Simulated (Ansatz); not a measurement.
```yaml
crystal:
  periodic: [false, false, false]
  atoms:
    - {symbol: C, position_ang: [-1.394150, -0.576281, -0.854040]}
    - {symbol: C, position_ang: [-0.326304, -0.714121, 0.221410]}
    - {symbol: C, position_ang: [0.881732, 0.073448, 0.041742]}
    - {symbol: C, position_ang: [1.536824, 1.112038, 0.528996]}
    - {symbol: Cl, position_ang: [0.823000, 2.119881, 1.755219]}
    - {symbol: H, position_ang: [-1.226895, 0.418862, -1.330457]}
    - {symbol: H, position_ang: [-2.314340, -0.967218, -0.529214]}
    - {symbol: H, position_ang: [-1.025079, -1.259610, -1.567731]}
    - {symbol: H, position_ang: [-0.333019, -1.563655, 0.752900]}
    - {symbol: H, position_ang: [-0.776920, 0.122384, 1.337850]}
    - {symbol: H, position_ang: [1.425921, -0.595179, -0.681355]}
    - {symbol: H, position_ang: [2.551910, 1.293444, 0.292787]}
basis:
  gaussian: {orbitals: x2c-TZVPPall}
hamiltonian: {xc: {name: r2SCAN50}, dispersion: d4}
relax: {f_tol: 0.0001, max_steps: 2}
```

```sh
$ ansatz run in.yaml --threads 4 --pin off --events-out ev --progress --plain --max-ram 10444MiB
```

Shortened log:

```
Functional definition: r2SCAN50
1629 factors; their error is unknown
mean field evaluation 1: about -16813.0819 eV, gradient 5.1e1 eV
mean field evaluation 2: about -16813.0542 eV, gradient 5.0e1 eV
mean field evaluation 4: about -16819.4432 eV, gradient 3.3e0 eV
mean field evaluation 8: about -16819.4703 eV, gradient 5.6e-2 eV
mean field evaluation 16: about -16819.5519 eV, gradient 2.5e-4 eV
mean field -16819.55186495 eV, -618.1071303353 hartree, gradient 7.2e-5 eV, S^2 0.000000; 0 other end points of the search recorded, 0 dependent functions left out
reference -16819.55187186 eV, -618.1071305891 hartree; 24, 24 occupied and 240, 240 virtual orbitals, 1629 factors
relax step   1: F+E_penalty+E_count = -16819.63636025 eV  Δ(F+E_penalty+E_count) = +0.000e0 eV  max|allowed force component| = 8.487e0 eV/Å  Δτ_max = 0.0000 Å  (29 SCF iters, accepted)
1629 factors; their error is unknown
mean field -16821.82827772 eV, -618.1907869614 hartree, gradient 1.6e-5 eV, S^2 0.000000; 0 other end points of the search recorded, 0 dependent functions left out
reference -16821.82828463 eV, -618.1907872155 hartree; 24, 24 occupied and 240, 240 virtual orbitals, 1629 factors
relax step   2: F+E_penalty+E_count = -16821.90692873 eV  Δ(F+E_penalty+E_count) = -2.271e0 eV  max|allowed force component| = 2.575e0 eV/Å  Δτ_max = 0.1948 Å  (37 SCF iters, accepted)
Error: geometry relaxation did not converge after 2 steps: max|allowed force component| = 2.58e0 eV/Å (threshold 1.0e-4). Raise `relax.max_steps` over both its present limit and 2, loosen `relax.f_tol`, or start from a geometry closer to equilibrium. Where this run's directory can be resumed (`checkpoint.write`), a resume goes on for up to `relax.max_steps` more
```

In this input the relaxation is allowed too few steps for its threshold. No converged result was reached.
